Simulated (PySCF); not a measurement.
Silyl cyanide, CH₃NSi.
Numbering: `[N:1]#[C:2][SiH3:3]` (hydrogens: H4, H5, H6 on Si3)

The same species was optimised twice, with GFN2-xTB and with PBE0-D3(BJ)/def2-SVP (PySCF), and the same property calculations (PySCF, gas phase) were run on both structures.

```json
{"coordinate": "Si3–H5 (Å)", "GFN2-xTB": "1.461", "PBE0-D3(BJ)/def2-SVP": "1.487", "change": "+0.026"}
{"coordinate": "Si3–H4 (Å)", "GFN2-xTB": "1.461", "PBE0-D3(BJ)/def2-SVP": "1.487", "change": "+0.026"}
{"coordinate": "Si3–H6 (Å)", "GFN2-xTB": "1.462", "PBE0-D3(BJ)/def2-SVP": "1.487", "change": "+0.025"}
{"coordinate": "N1≡C2 (Å)", "GFN2-xTB": "1.145", "PBE0-D3(BJ)/def2-SVP": "1.159", "change": "+0.014"}
{"coordinate": "C2–Si3 (Å)", "GFN2-xTB": "1.867", "PBE0-D3(BJ)/def2-SVP": "1.858", "change": "-0.009"}
{"coordinate": "C2–Si3–H6 (°)", "GFN2-xTB": "106.3", "PBE0-D3(BJ)/def2-SVP": "107.7", "change": "+1.4"}
{"coordinate": "C2–Si3–H5 (°)", "GFN2-xTB": "106.3", "PBE0-D3(BJ)/def2-SVP": "107.7", "change": "+1.4"}
{"coordinate": "C2–Si3–H4 (°)", "GFN2-xTB": "106.3", "PBE0-D3(BJ)/def2-SVP": "107.7", "change": "+1.4"}
{"coordinate": "H4–Si3–H6 (°)", "GFN2-xTB": "112.5", "PBE0-D3(BJ)/def2-SVP": "111.2", "change": "-1.3"}
{"coordinate": "H5–Si3–H6 (°)", "GFN2-xTB": "112.5", "PBE0-D3(BJ)/def2-SVP": "111.2", "change": "-1.3"}
{"coordinate": "H4–Si3–H5 (°)", "GFN2-xTB": "112.4", "PBE0-D3(BJ)/def2-SVP": "111.2", "change": "-1.2"}
{"coordinate": "N1–C2–Si3 (°)", "GFN2-xTB": "179.9", "PBE0-D3(BJ)/def2-SVP": "179.8", "change": "-0.1"}
```

Rotational constants: A = 84915, B = 4957, C = 4957 MHz (GFN2-xTB) against A = 83270, B = 4928, C = 4928 MHz (PBE0-D3(BJ)/def2-SVP). Point groups within 0.08 Å: C3v and C3v.

On the GFN2-xTB structure: HOMO (eV) -9.86 [PBE0/pcSseg-1]; LUMO (eV) -0.35 [PBE0/pcSseg-1]; dipole (D) 3.72 [PBE0/pcSseg-1]; GIAO shielding of N1 (ppm) -102.1 [PBE0/pcSseg-1]; GIAO shielding of C2 (ppm) 66.1 [PBE0/pcSseg-1]; GIAO shielding of Si3 (ppm) 449.8 [PBE0/pcSseg-1].

Task: What do these properties become on the PBE0-D3(BJ)/def2-SVP structure?

Result: 
| property | level | on GFN2-xTB | on PBE0-D3(BJ)/def2-SVP | change |
| --- | --- | --- | --- | --- |
| HOMO (eV) | PBE0/pcSseg-1 | -9.86 | -9.84 | +0.02 |
| LUMO (eV) | PBE0/pcSseg-1 | -0.35 | -0.56 | -0.21 |
| dipole (D) | PBE0/pcSseg-1 | 3.72 | 3.53 | -0.19 |
| energy, GFN2-xTB geometry as zero (kcal/mol) | PBE0/pcSseg-1 | 0.0 | -0.5 | -0.5 |
| GIAO shielding of N1 (ppm) | PBE0/pcSseg-1 | -102.1 | -113.1 | -11.0 |
| GIAO shielding of C2 (ppm) | PBE0/pcSseg-1 | 66.1 | 62.8 | -3.3 |
| GIAO shielding of Si3 (ppm) | PBE0/pcSseg-1 | 449.8 | 449.1 | -0.7 |

The heavy atoms differ by 0.006 Å rms after alignment. Among all bonds Si3–H4, Si3–H5 and Si3–H6 change most and about equally (+0.025 to +0.026 Å). Changes are differences of the printed values. Neither structure is proved a minimum here.
